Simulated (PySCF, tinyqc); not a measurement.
Inside a calculation. Method: RHF in the sto-3g basis, for H2F+, spin multiplicity 1. The lowest restricted solution is unstable here: a spin-polarised one lies 0.0024 hartree lower (PySCF). One step of it, computed by the program tinyqc.

Question. Iteration 1: building the Fock matrix. J_ij = sum D_kl (ij|kl), K_ij = sum D_kl (ik|jl); F = H + J - 0.5 K; E = tr D H + tr D J / 2 - 0.25 tr D K + E_nn.

D at the start, lower triangle:
```
            1F 1s      1F 2s    1F 2px     1F 2py    1F 2pz     2H 1s     3H 1s
1F 1s    1.956689
1F 2s   -0.459368   1.932124
1F 2px   0.000000   0.000000  1.484904
1F 2py   0.000675  -0.003651  0.000000   1.399559
1F 2pz   0.006140  -0.032441  0.000000  -0.002425  1.461738
2H 1s   -0.012668   0.051630  0.000000   0.141786  0.070154  0.915781
3H 1s   -0.012479   0.051569  0.000000  -0.140550  0.069332  0.024419  0.915951
```

core Hamiltonian H = T + V (hartree), lower triangle:
```
             1F 1s       1F 2s     1F 2px     1F 2py     1F 2pz      2H 1s      3H 1s
1F 1s   -40.772832
1F 2s    -9.567642  -11.250959
1F 2px    0.000000    0.000000  -8.924413
1F 2py   -0.000419   -0.005202   0.000000  -8.980584
1F 2pz   -0.005963   -0.074535   0.000000  -0.001659  -8.940469
2H 1s    -0.661718   -1.719458   0.000000  -1.120068  -0.609397  -4.084817
3H 1s    -0.587784   -1.546001   0.000000   1.015364  -0.552839  -0.300446  -3.963362
```

Two-electron integrals (ij|kl) in chemists' order, unique and non-zero (hartree):
```
(11|11) 5.403501    (21|11) 0.841920    (21|21) 0.156299    (22|11) 1.268028
(22|21) 0.292344    (22|22) 0.926167    (31|31) 0.027998    (32|31) 0.043169
(32|32) 0.204588    (33|11) 1.264502    (33|21) 0.292403    (33|22) 0.925959
(33|33) 0.997514    (41|41) 0.027998    (42|41) 0.043169    (42|42) 0.204588
(43|43) 0.053770    (44|11) 1.264502    (44|21) 0.292403    (44|22) 0.925959
(44|33) 0.889973    (44|44) 0.997514    (51|51) 0.027998    (52|51) 0.043169
(52|52) 0.204588    (53|53) 0.053770    (54|54) 0.053770    (55|11) 1.264502
(55|21) 0.292403    (55|22) 0.925959    (55|33) 0.889973    (55|44) 0.889973
(55|55) 0.997514    (61|11) 0.058398    (61|21) 0.010759    (61|22) 0.020028
(61|33) 0.020001    (61|41) 0.000360    (61|42) 0.000683    (61|44) 0.020066
(61|51) 0.000192    (61|52) 0.000365    (61|54) 0.000035    (61|55) 0.020019
(61|61) 0.000747    (62|11) 0.169161    (62|21) 0.039616    (62|22) 0.142797
(62|33) 0.140673    (62|41) 0.002325    (62|42) 0.019377    (62|44) 0.145515
(62|51) 0.001243    (62|52) 0.010361    (62|54) 0.002589    (62|55) 0.142058
(62|61) 0.002767    (62|62) 0.028744    (63|31) 0.003884    (63|32) 0.024046
(63|43) 0.003926    (63|53) 0.002099    (63|63) 0.004018    (64|11) 0.109595
(64|21) 0.025972    (64|22) 0.100407    (64|33) 0.096374    (64|41) 0.005180
(64|42) 0.036588    (64|44) 0.107439    (64|51) 0.000693    (64|52) 0.006706
(64|54) 0.003817    (64|55) 0.097293    (64|61) 0.001875    (64|62) 0.024942
(64|64) 0.025562    (65|11) 0.058600    (65|21) 0.013887    (65|22) 0.053687
(65|33) 0.051531    (65|41) 0.000693    (65|42) 0.006706    (65|44) 0.053249
(65|51) 0.004255    (65|52) 0.027632    (65|54) 0.004844    (65|55) 0.056220
(65|61) 0.001003    (65|62) 0.013336    (65|64) 0.011519    (65|65) 0.010178
(66|11) 0.378405    (66|21) 0.090011    (66|22) 0.375138    (66|33) 0.364984
(66|41) 0.005510    (66|42) 0.066056    (66|44) 0.388493    (66|51) 0.002946
(66|52) 0.035320    (66|54) 0.012570    (66|55) 0.371705    (66|61) 0.006299
(66|62) 0.104206    (66|64) 0.106334    (66|65) 0.056856    (66|66) 0.774606
(71|11) 0.051884    (71|21) 0.009558    (71|22) 0.017791    (71|33) 0.017768
(71|41) -0.000316   (71|42) -0.000600   (71|44) 0.017824    (71|51) 0.000169
(71|52) 0.000321    (71|54) -0.000030   (71|55) 0.017784    (71|61) 0.000655
(71|62) 0.002387    (71|64) 0.001513    (71|65) 0.000866    (71|66) 0.005422
(71|71) 0.000590    (72|11) 0.151728    (72|21) 0.035539    (72|22) 0.128308
(72|33) 0.126420    (72|41) -0.002075   (72|42) -0.017404   (72|44) 0.130726
(72|51) 0.001109    (72|52) 0.009304    (72|54) -0.002302   (72|55) 0.127650
(72|61) 0.002411    (72|62) 0.019848    (72|64) 0.012152    (72|65) 0.008897
(72|66) 0.056628    (72|71) 0.002204    (72|72) 0.023342    (73|31) 0.003469
(73|32) 0.021551    (73|43) -0.003520   (73|53) 0.001882    (73|63) 0.002633
(73|73) 0.003255    (74|11) -0.098958   (74|21) -0.023454   (74|22) -0.090858
(74|33) -0.087248   (74|41) 0.004621    (74|42) 0.032795    (74|44) -0.097155
(74|51) -0.000616   (74|52) -0.006011   (74|54) 0.003415    (74|55) -0.088067
(74|61) -0.001538   (74|62) -0.012274   (74|64) -0.005178   (74|65) -0.005429
(74|66) -0.034609   (74|71) -0.001502   (74|72) -0.020411   (74|74) 0.021021
(75|11) 0.052902    (75|21) 0.012538    (75|22) 0.048572    (75|33) 0.046642
(75|41) -0.000616   (75|42) -0.006011   (75|44) 0.048175    (75|51) 0.003798
(75|52) 0.024765    (75|54) -0.004339   (75|55) 0.050843    (75|61) 0.000881
(75|62) 0.008950    (75|64) 0.005424    (75|65) 0.006594    (75|66) 0.027859
(75|71) 0.000803    (75|72) 0.010912    (75|74) -0.009498   (75|75) 0.008333
(76|11) 0.026997    (76|21) 0.006387    (76|22) 0.025264    (76|33) 0.024858
(76|41) -3.98e-06   (76|42) -0.000054   (76|44) 0.025331    (76|51) 0.000327
(76|52) 0.003371    (76|54) -0.000006   (76|55) 0.025579    (76|61) 0.000441
(76|62) 0.005047    (76|64) 0.003899    (76|65) 0.002729    (76|66) 0.020476
(76|71) 0.000392    (76|72) 0.004589    (76|74) -0.003604   (76|75) 0.002502
(76|76) 0.001195    (77|11) 0.364926    (77|21) 0.086812    (77|22) 0.362342
(77|33) 0.352964    (77|41) -0.005153   (77|42) -0.062192   (77|44) 0.374693
(77|51) 0.002755    (77|52) 0.033247    (77|54) -0.011616   (77|55) 0.359174
(77|61) 0.005888    (77|62) 0.061020    (77|64) 0.037110    (77|65) 0.029735
(77|66) 0.211812    (77|71) 0.005392    (77|72) 0.091546    (77|74) -0.094354
(77|75) 0.050441    (77|76) 0.020476    (77|77) 0.774606
```

nuclear repulsion = 6.94237691 hartree

Give: Coulomb J; exchange K; Fock matrix F; total energy of this density.

Answer.

Coulomb J (hartree), lower triangle:
```
          1F 1s   1F 2s  1F 2px   1F 2py  1F 2pz   2H 1s   3H 1s
1F 1s   18.5321
1F 2s    3.5266  8.7984
1F 2px   0.0000  0.0000  8.7733
1F 2py   0.0003  0.0036  0.0000   8.8129
1F 2pz   0.0045  0.0631  0.0000   0.0008  8.7847
2H 1s    0.2430  1.3600  0.0000   0.9659  0.5259  3.9812
3H 1s    0.2159  1.2212  0.0000  -0.8728  0.4755  0.2467  3.8744
```

exchange K (hartree), lower triangle:
```
          1F 1s   1F 2s  1F 2px   1F 2py  1F 2pz   2H 1s   3H 1s
1F 1s   10.2240
1F 2s    1.7528  2.8038
1F 2px   0.0000  0.0000  2.0594
1F 2py   0.0004  0.0037  0.0000   2.0730
1F 2pz   0.0021  0.0189  0.0000   0.0012  2.0636
2H 1s    0.1348  0.5329  0.0000   0.3535  0.1945  0.8700
3H 1s    0.1199  0.4797  0.0000  -0.3205  0.1773  0.0876  0.8444
```

Fock matrix F (hartree), lower triangle:
```
           1F 1s    1F 2s   1F 2px   1F 2py   1F 2pz    2H 1s    3H 1s
1F 1s   -27.3527
1F 2s    -6.9174  -3.8545
1F 2px    0.0000   0.0000  -1.1809
1F 2py   -0.0004  -0.0035   0.0000  -1.2042
1F 2pz   -0.0025  -0.0209   0.0000  -0.0014  -1.1876
2H 1s    -0.4861  -0.6259   0.0000  -0.3309  -0.1808  -0.5386
3H 1s    -0.4318  -0.5647   0.0000   0.3028  -0.1660  -0.0976  -0.5111
```

total energy of this density = -93.631793 hartree

This density is the starting one; it is not idempotent, so its energy is not variational and may lie below the converged one.
